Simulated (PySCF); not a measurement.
AlF3, SMILES [F][Al]([F])[F]. The structure is a stationary point at TPSSh-D3(BJ)/def2-TZVP. The isomer is the one that the SMILES or the coordinates give; other isomers of the formula were not compared.

TDA-CAM-B3LYP/def2-SVPD (PySCF) puts the lowest singlet excitations at 8.60, 9.07, 9.07, 9.40, 9.40, 9.90 eV.

Task: What are the lowest excitation roots from ADC(2)/aug-cc-pVDZ in PySCF? (An estimate is asked for; the answer gives what the named calculation found.)

Result: 8.62, 9.07, 9.07, 9.40, 9.40, 9.88 eV. S1 differs by 0.03 eV (second minus first; roots are paired by order, and the bases may differ).
